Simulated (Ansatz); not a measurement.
Level of theory: frozen-core CCSD(T)/cc-pVTZ // r2SCAN-D4/def2-TZVP (Ansatz, a first-principles code). The geometry is that of the parent before the electron was removed.

Ansatz 0.2 input:
```yaml
crystal:
  periodic: [false, false, false]
  atoms:
    - { symbol: Si, position_ang: [-0.000001, 0.0, 0.0] }
    - { symbol: H, position_ang: [-0.012832, 1.056842, -1.040315] }
    - { symbol: H, position_ang: [-0.999324, -1.041383, -0.340898] }
    - { symbol: H, position_ang: [1.349109, -0.612268, 0.066064] }
    - { symbol: H, position_ang: [-0.336953, 0.59681, 1.315148] }
basis:
  gaussian: { orbitals: cc-pVTZ }
correlation:
  method: ccsd_t
total_charge: 1
magnetization:
  spin_polarized: true
  initial_magnetization: 1
```

Output:

```
Functional definition: HF
500 factors; integrals over basis functions are off by at most 6.6e-4 eV
mean field evaluation 1: about -7912.4076 eV, gradient 9.4e0 eV
mean field evaluation 2: about -7912.4132 eV, gradient 9.4e0 eV
mean field evaluation 4: about -7913.5172 eV, gradient 1.3e0 eV
mean field evaluation 8: about -7913.5520 eV, gradient 2.3e-4 eV
mean field evaluation 16: about -7913.6436 eV, gradient 3.1e-1 eV
mean field evaluation 32: about -7913.5520 eV, gradient 2.6e-3 eV
mean field evaluation 64: about -7913.3013 eV, gradient 7.3e-1 eV
mean field evaluation 96: about -7913.2041 eV, gradient 3.6e-3 eV
mean field evaluation 128: about -7913.6259 eV, gradient 3.1e-1 eV
mean field evaluation 160: about -7913.5520 eV, gradient 2.2e-4 eV
mean field evaluation 192: about -7913.5516 eV, gradient 1.7e-1 eV
mean field evaluation 224: about -7913.2035 eV, gradient 1.7e-6 eV
mean field -7913.64543757 eV, -290.8211057693 hartree, gradient 1.8e-6 eV, S^2 0.761706; 14 other end points of the search recorded, 0 dependent functions left out
determinant -7913.64543757 eV, -290.8211057693 hartree, with singles and doubles -7917.63053531 eV, -290.9675554099 hartree
determinant -7913.55198833 eV, -290.8176715730 hartree, with singles and doubles -7917.64085516 eV, -290.9679346574 hartree
determinant -7913.20354582 eV, -290.8048665467 hartree, with singles and doubles -7917.60869040 eV, -290.9667526244 hartree
determinant -7913.64543757 eV, -290.8211057693 hartree, with singles and doubles -7917.52839762 eV, -290.9638019192 hartree
determinant -7913.55198833 eV, -290.8176715730 hartree, with singles and doubles -7917.52963737 eV, -290.9638474789 hartree
determinant -7913.20354582 eV, -290.8048665467 hartree, with singles and doubles -7917.49169369 eV, -290.9624530745 hartree
5 core orbitals not correlated
reference -7913.55198833 eV, -290.8176715730 hartree; 4, 3 occupied and 81, 82 virtual orbitals, 500 factors
second order -3.12714060 eV of doubles, -0.00000000 eV of singles
cycle   1  -3.97764751 eV  change    1.5e-6 eV  update   3.0e-6
perturbative correction -0.10216751 eV, -0.0037545868 hartree
Total energy: -7917.63180335 eV, -290.9676020096 hartree
```

Cost: about 40 core-seconds (a rough figure).
